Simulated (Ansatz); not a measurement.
We consider fcc Pb, described by r²SCANh in Ansatz (PAW).

Settings: plane-wave cutoff 520 eV, 12×12×12 k mesh, Fermi–Dirac smearing 0.05 eV, scalar-relativistic PAW data made under PBE.

A third-order Birch–Murnaghan fit to the energies gives V0 = 31.159 Å³/atom, B0 = 43.6 GPa, B′ = 3.7.

| V (Å³/atom) | P (GPa) |
|---|---|
| 29.575 | ? |
| 30.339 | ? |
| 31.131 | 0.037 |
| 31.910 | ? |
| 32.688 | -1.906 |

**Question.** Estimate the withheld pressures from this fit; the answers are the runs' own values.

**Answer.** 
- 29.575, P (GPa): 2.493
- 30.339, P (GPa): 1.227
- 31.910, P (GPa): -0.996

The formula P = (3/2) B0 (x^(7/3) − x^(5/3)) [1 + (3/4)(B′ − 4)(x^(2/3) − 1)] with x = V0/V meets the computed pressures within 0.02 GPa when these rounded values are put in.

Measured, for comparison: bulk modulus 47 GPa (corrected for temperature and zero-point phonon effects; as tabulated in Levämäki et al. (2014), arXiv:1402.3671); equilibrium volume per atom 29.45 Å³/atom (low-temperature or extrapolated to 0 K; zero-point anharmonic expansion removed; as tabulated in Csonka et al. (2009), arXiv:0903.4037). Computed (rounded) less measured: bulk modulus -7 %, equilibrium volume per atom +5.8 %.

Spin–orbit coupling is not included; it can shift volumes and moduli of such heavy elements.

Ansatz is a quantum-chemistry and plane-wave program.
